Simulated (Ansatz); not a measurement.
Level of theory: B3LYP-D3(BJ)/def2-TZVP in Ansatz (a quantum-chemistry and plane-wave program). No frequencies were computed at this level.

Ansatz 0.2 input:
```yaml
crystal:
  periodic: [false, false, false]
  atoms:
    - { symbol: C, position_ang: [-1.375244, 0.024533, -0.131752] }
    - { symbol: S, position_ang: [-0.028284, 0.080295, 1.082775] }
    - { symbol: C, position_ang: [1.374605, -0.02272, -0.063427] }
    - { symbol: H, position_ang: [-1.326637, -0.90923, -0.6855] }
    - { symbol: H, position_ang: [-2.305198, 0.07917, 0.423782] }
    - { symbol: H, position_ang: [-1.29304, 0.873882, -0.804628] }
    - { symbol: H, position_ang: [1.321521, -0.954739, -0.619696] }
    - { symbol: H, position_ang: [1.355118, 0.828372, -0.738834] }
    - { symbol: H, position_ang: [2.277157, 0.000434, 0.537639] }
basis:
  gaussian: { orbitals: def2-tzvp }
hamiltonian:
  xc: b3lyp
  dispersion: d3bj
relax:
  max_steps: 150
```

Output:

```
Functional definition: B3LYP
895 factors; their error is unknown
mean field evaluation 1: about -13000.6718 eV, gradient 6.2e1 eV
mean field evaluation 2: about -12994.7262 eV, gradient 7.5e1 eV
mean field evaluation 4: about -13009.1599 eV, gradient 1.9e0 eV
mean field evaluation 8: about -13009.1713 eV, gradient 5.0e-2 eV
mean field -13009.17132504 eV, -478.0782282620 hartree, gradient 2.2e-5 eV, S^2 0.000000; 0 other end points of the search recorded, 0 dependent functions left out
reference -13009.17156481 eV, -478.0782370736 hartree; 17, 17 occupied and 118, 118 virtual orbitals, 895 factors
relax step   1: F+E_penalty+E_count = -13009.44496137 eV  Δ(F+E_penalty+E_count) = +0.000e0 eV  max|allowed force component| = 3.394e-1 eV/Å  Δτ_max = 0.0000 Å  (26 SCF iters, accepted)
these checks for a lower state are left out or cut short: starts, cluster_reference, orbital_swaps, neighbouring_geometries, increment
895 factors; their error is unknown
mean field evaluation 16: about -13009.1763 eV, gradient 1.1e0 eV
mean field -13009.18166133 eV, -478.0786081137 hartree, gradient 1.9e-5 eV, S^2 0.000000; 0 other end points of the search recorded, 0 dependent functions left out
reference -13009.18190214 eV, -478.0786169636 hartree; 17, 17 occupied and 118, 118 virtual orbitals, 895 factors
relax step   2: F+E_penalty+E_count = -13009.45392178 eV  Δ(F+E_penalty+E_count) = -8.960e-3 eV  max|allowed force component| = 1.448e-1 eV/Å  Δτ_max = 0.0277 Å  (31 SCF iters, accepted)
these checks for a lower state are left out or cut short: starts, cluster_reference, orbital_swaps, neighbouring_geometries, increment
895 factors; their error is unknown
mean field -13009.18299957 eV, -478.0786572934 hartree, gradient 1.9e-5 eV, S^2 0.000000; 0 other end points of the search recorded, 0 dependent functions left out
reference -13009.18324093 eV, -478.0786661630 hartree; 17, 17 occupied and 118, 118 virtual orbitals, 895 factors
relax step   3: F+E_penalty+E_count = -13009.45473515 eV  Δ(F+E_penalty+E_count) = -8.134e-4 eV  max|allowed force component| = 5.472e-2 eV/Å  Δτ_max = 0.0111 Å  (31 SCF iters, accepted)
these checks for a lower state are left out or cut short: starts, cluster_reference, orbital_swaps, neighbouring_geometries, increment
895 factors; their error is unknown
mean field evaluation 32: about -13009.1806 eV, gradient 3.8e-1 eV
mean field -13009.18293715 eV, -478.0786549994 hartree, gradient 1.9e-5 eV, S^2 0.000000; 0 other end points of the search recorded, 0 dependent functions left out
reference -13009.18317849 eV, -478.0786638684 hartree; 17, 17 occupied and 118, 118 virtual orbitals, 895 factors
relax step   4: F+E_penalty+E_count = -13009.45488510 eV  Δ(F+E_penalty+E_count) = -1.499e-4 eV  max|allowed force component| = 2.225e-2 eV/Å  Δτ_max = 0.0033 Å  (31 SCF iters, accepted)
these checks for a lower state are left out or cut short: starts, cluster_reference, orbital_swaps, neighbouring_geometries, increment
895 factors; their error is unknown
mean field -13009.18300351 eV, -478.0786574381 hartree, gradient 1.9e-5 eV, S^2 0.000000; 0 other end points of the search recorded, 0 dependent functions left out
reference -13009.18324486 eV, -478.0786663075 hartree; 17, 17 occupied and 118, 118 virtual orbitals, 895 factors
relax step   5: F+E_penalty+E_count = -13009.45490110 eV  Δ(F+E_penalty+E_count) = -1.600e-5 eV  max|allowed force component| = 1.193e-2 eV/Å  Δτ_max = 0.0016 Å  (32 SCF iters, accepted)
these checks for a lower state are left out or cut short: starts, cluster_reference, orbital_swaps, neighbouring_geometries, increment
895 factors; their error is unknown
mean field -13009.18299124 eV, -478.0786569871 hartree, gradient 1.9e-5 eV, S^2 0.000000; 0 other end points of the search recorded, 0 dependent functions left out
reference -13009.18323258 eV, -478.0786658562 hartree; 17, 17 occupied and 118, 118 virtual orbitals, 895 factors
relax step   6: F+E_penalty+E_count = -13009.45490495 eV  Δ(F+E_penalty+E_count) = -3.856e-6 eV  max|allowed force component| = 1.003e-4 eV/Å  Δτ_max = 0.0006 Å  (31 SCF iters, accepted)
895 factors; their error is unknown
mean field evaluation 64: about -12994.8311 eV, gradient 7.4e1 eV
mean field -13009.18299124 eV, -478.0786569871 hartree, gradient 1.9e-5 eV, S^2 0.000000; 1 other end points of the search recorded, 0 dependent functions left out
reference -13009.18323258 eV, -478.0786658562 hartree; 17, 17 occupied and 118, 118 virtual orbitals, 895 factors
Total energy: -13009.45514629 eV, -478.0886585008 hartree
Atom 0 at    -1.380396     0.024963    -0.126758 Å, force    -0.000058     0.000008     0.000098 eV/Å
Atom 1 at    -0.028145     0.079899     1.076894 Å, force    -0.000001     0.000004     0.000054 eV/Å
Atom 2 at     1.379515    -0.022462    -0.058183 Å, force     0.000053     0.000006     0.000100 eV/Å
Atom 3 at    -1.363677    -0.906970    -0.692914 Å, force     0.000036    -0.000018    -0.000031 eV/Å
Atom 4 at    -2.312314     0.079998     0.434141 Å, force     0.000098    -0.000006    -0.000057 eV/Å
Atom 5 at    -1.330154     0.872041    -0.811773 Å, force     0.000037     0.000013    -0.000033 eV/Å
Atom 6 at     1.358936    -0.953754    -0.625265 Å, force    -0.000035    -0.000017    -0.000033 eV/Å
Atom 7 at     1.392459     0.825258    -0.744124 Å, force    -0.000035     0.000014    -0.000035 eV/Å
Atom 8 at     2.283774     0.001022     0.548340 Å, force    -0.000095    -0.000002    -0.000062 eV/Å
Dipole moment:     0.007621    -0.021636    -0.321680 e Å
```

Cost: around 14 core-seconds (rough).
